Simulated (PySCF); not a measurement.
# Shifts of the heteroatoms

Bonds (- single, = double, # triple, : aromatic): N1#C2 1.146 Å, C2-C3 1.482 Å, C3-F4 1.326 Å, C3-F5 1.326 Å, C3-F6 1.326 Å.

[PySCF 2.14.0 with density-fitted response routines: PBE0-D3(BJ)/def2-TZVP geometry; GIAO B97-2/pcSseg-2 shieldings; one averaged value for each set of equivalent atoms; non-relativistic; no solvent model; one computed conformer]

**Question.** Predict the 19F NMR data.

**Answer.** 
```tsv
atoms	environment	σ (ppm)	δ (ppm)
F4/F5/F6	fluorine of a CF3 group	240.7	-55.5
```

Shieldings were converted by a linear fit to measured shifts: 19F (scatter 4.2 ppm rms, 5.7 ppm with the 8 outliers that the fit left out vs CFCl3, solution or neat liquid, with a term for F on sp3 carbon). Occasional misses reach two or three times the rms, and more in compound classes unlike the fitted ones.

On a 400 MHz spectrometer 19F resonates near 376.4 MHz, so 1 ppm is 376.4 Hz.

**Question.** Predict the 15N NMR data.

**Answer.** 
```tsv
atoms	environment	σ (ppm)	δ (ppm)
N1	nitrile nitrogen	-41.5	-111.5
```

Shieldings were converted by a linear fit to measured shifts: 15N (scatter 6.4 ppm rms vs CH3NO2, solution or neat liquid). Occasional misses reach two or three times the rms, and more in compound classes unlike the fitted ones.

On a 300 MHz spectrometer 15N resonates near 30.4 MHz, so 1 ppm is 30.4 Hz.
